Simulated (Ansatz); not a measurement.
**CH5OS+ (SMILES CO[SH2+]): one structure at several levels**

The atoms stand at a structure displaced at random from a GFN2-xTB minimum. How far do the functionals agree with CCSD(T) there?

The runs use Ansatz 0.2.0, Gaussian basis; single points in def2-TZVPP.

Correlated methods freeze the cores.

### 1 Where the work starts

SMILES `CO[SH2+]`, 8 atoms, charge 1, spin multiplicity 1.

Atoms are counted from 1 here; the program's logs count them from 0.

Bond lengths: C1–O2 1.258 Å, C1–H4 1.318 Å, C1–H5 1.033 Å, C1–H6 1.219 Å, O2–S3 1.819 Å, S3–H7 1.225 Å, S3–H8 1.474 Å. Angles: O2–C1–H4 112.2°, O2–C1–H5 125.9°, O2–C1–H6 98.8°, H4–C1–H5 89.5°, H4–C1–H6 123.8°, H5–C1–H6 109.1°, C1–O2–S3 111.1°, O2–S3–H7 90.8°, O2–S3–H8 83.9°, H7–S3–H8 90.5°.

Geometry (Å):

```xyz
8
CH5OS
C    -0.3854    1.0253   -0.1233
O    -0.2864   -0.0252    0.5612
S     0.7325   -1.2677   -0.2903
H    -0.8228    0.7855   -1.3433
H     0.4006    1.5653   -0.5203
H    -0.9784    1.7185    0.6853
H    -0.0075   -2.1635    0.0964
H     1.4699   -1.3074    0.9855
```

### 2 CCSD(T)/def2-TZVPP

run/in.yaml reads:

```yaml
crystal:
  periodic: [false, false, false]
  atoms:
    - {symbol: C, position_ang: [-0.385400, 1.025300, -0.123300]}
    - {symbol: O, position_ang: [-0.286400, -0.025200, 0.561200]}
    - {symbol: S, position_ang: [0.732500, -1.267700, -0.290300]}
    - {symbol: H, position_ang: [-0.822800, 0.785500, -1.343300]}
    - {symbol: H, position_ang: [0.400600, 1.565300, -0.520300]}
    - {symbol: H, position_ang: [-0.978400, 1.718500, 0.685300]}
    - {symbol: H, position_ang: [-0.007500, -2.163500, 0.096400]}
    - {symbol: H, position_ang: [1.469900, -1.307400, 0.985500]}
basis:
  gaussian: {orbitals: def2-TZVPP}
total_charge: 1
correlation: {method: ccsd_t}
output: {forces: true}
```

The command line of these runs was not kept.

### 3 PBE0-D4/def2-TZVPP

Changes to run/in.yaml since step 2:

```diff
@@ -14,3 +14,3 @@
 total_charge: 1
-correlation: {method: ccsd_t}
-output: {forces: true}
+hamiltonian: {xc: pbe0, dispersion: d4}
+output: {forces: true, orbitals: {seedname: orbitals}}
```

### 4 wB97M-V/def2-TZVPP

Changes to run/in.yaml since step 3:

```diff
@@ -14,3 +14,3 @@
 total_charge: 1
-hamiltonian: {xc: pbe0, dispersion: d4}
-output: {forces: true, orbitals: {seedname: orbitals}}
+hamiltonian: {xc: {name: wB97M-V}}
+output: {forces: true}
```

### 5 r2SCAN-D4/def2-TZVPP

Changes to run/in.yaml since step 4:

```diff
@@ -14,3 +14,3 @@
 total_charge: 1
-hamiltonian: {xc: {name: wB97M-V}}
+hamiltonian: {xc: r2scan, dispersion: d4}
 output: {forces: true}
```

### 6 PBE-D4/def2-TZVPP

Changes to run/in.yaml since step 5:

```diff
@@ -14,3 +14,3 @@
 total_charge: 1
-hamiltonian: {xc: r2scan, dispersion: d4}
+hamiltonian: {xc: pbe, dispersion: d4}
 output: {forces: true}
```

### 7 B97M-V/def2-TZVPP

Changes to run/in.yaml since step 6:

```diff
@@ -14,3 +14,3 @@
 total_charge: 1
-hamiltonian: {xc: pbe, dispersion: d4}
+hamiltonian: {xc: {name: B97M-V}}
 output: {forces: true}
```

### 8 CAM-B3LYP-D4/def2-TZVPP

Changes to run/in.yaml since step 7:

```diff
@@ -14,3 +14,3 @@
 total_charge: 1
-hamiltonian: {xc: {name: B97M-V}}
+hamiltonian: {xc: {name: CAM-B3LYP}, dispersion: d4}
 output: {forces: true}
```

(Steps that only read results are left out.)

What does the calculation give? Wanted: energy less free atoms, CCSD(T)/def2-TZVPP; RMS force component; RMS force error; HOMO and LUMO, PBE0-D4; T1 diagnostic.

**Answer**, as computed:

| quantity | value |
| --- | --- |
| energy less free atoms, CCSD(T)/def2-TZVPP | -14.852 eV |
| RMS force component | 2.954 to 3.277 eV/Å over the methods |
| RMS force error | PBE0-D4 0.310, wB97M-V 0.146, r2SCAN-D4 0.389, PBE-D4 0.496, B97M-V 0.415, CAM-B3LYP-D4 0.222 eV/Å |
| HOMO and LUMO, PBE0-D4 | -13.21 and -9.29 eV |
| T1 diagnostic | 0.015 |

What this shows: Against CCSD(T) the functionals' energies less atoms differ by -1.628 to -0.679 eV, PBE-D4 by -1.628 eV. The reference is not at the basis limit: in triple zeta CCSD(T) underbinds, which counts against methods that bind more; the gaps are no ranking. On forces the order runs from wB97M-V to PBE-D4. Frozen-core CCSD(T) forces in triple zeta carry basis errors of their own, and this is one geometry, so small gaps rank nothing.
